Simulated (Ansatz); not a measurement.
System: CH3O, net charge -1, singlet state. It need not be the lowest isomer of its formula. Whether it binds its extra electron was not tested at this geometry. 
Structure (B3LYP-D3(BJ)/def2-TZVP (Ansatz, an electronic-structure program) minimum search):
```xyz
5

C     -0.1665     0.7756     0.0111
O     -0.0916    -0.7333    -0.0101
H      0.8381    -1.0042    -0.0154
H      0.4482     1.0964     0.8901
H      0.4454     1.1210    -0.8605
```
Charge -1, spin multiplicity 1.

Basis-set convergence of Hartree-Fock and CCSD(T) correlation energies (hartree) with Ansatz. Valence correlation only, unless marked. No spin-orbit coupling. No relativistic terms. This anion needs diffuse functions, which these sets lack.

```json
[
 {"basis": "cc-pVDZ", "functions": "43", "E(HF)": "-114.33686", "E(corr, CCSD(T))": "-0.37287", "rough core time": "under 20 s"},
 {"basis": "cc-pVTZ", "functions": "102", "E(HF)": "-114.38454", "E(corr, CCSD(T))": "-0.47019", "rough core time": "under 20 s"},
 {"basis": "cc-pVQZ", "functions": "200", "E(HF)": "…", "E(corr, CCSD(T))": "…", "rough core time": "40 s"}
]
```

Problem. Some entries are withheld; supply them.

Solution. 
- cc-pVQZ, E(HF): -114.39848
- cc-pVQZ, E(corr, CCSD(T)): -0.50194
